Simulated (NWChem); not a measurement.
Molecule: nitrous oxide (N2O); SMILES N#[N+][O-]

```xyz
3

N     -1.2110    -0.0220     0.0194
N     -0.0654    -0.0012     0.0010
O      1.1217     0.0203    -0.0179
```
Atoms are numbered in this order, from 1.

Results from NWChem. Geometry optimised at PBE-D3(BJ)/def2-SVP; all other runs use it. Pople sets run with spherical d functions. Vzz has the sign of the potential's second derivative.

| quantity | level | value |
|---|---|---|
| isotropic polarisability (bohr³), static | B3LYP/aug-cc-pVDZ | 19.4 |
| highest occupied level (eV) | LDA (Slater exchange, PW92)/6-31G* | -8.26 |
| −ε(HOMO) (eV) | B3LYP/def2-SVPD | 9.66 |
| Vzz N2 (a.u.) | PBE/6-31G* | 0.199 |
| vertical, lowest state with f > 0.02, singlet (eV) | PBE/aug-cc-pVDZ, TDA | (withheld) |
| solvation free energy (kcal/mol) in chloroform | M05-2X/6-31G*, SMD | (withheld) |
| dipole (D) | PBE-D3(BJ)/def2-SVP | (withheld) |
| highest harmonic frequency (cm⁻¹) | PBE-D3(BJ)/def2-SVP | (withheld) |

Task: What belongs in the gaps?

Result: 
- vertical, lowest state with f > 0.02, singlet (eV), value: 9.78
- solvation free energy (kcal/mol) in chloroform, value: 1.8
- dipole (D), value: 0.21
- highest harmonic frequency (cm⁻¹), value: 2359
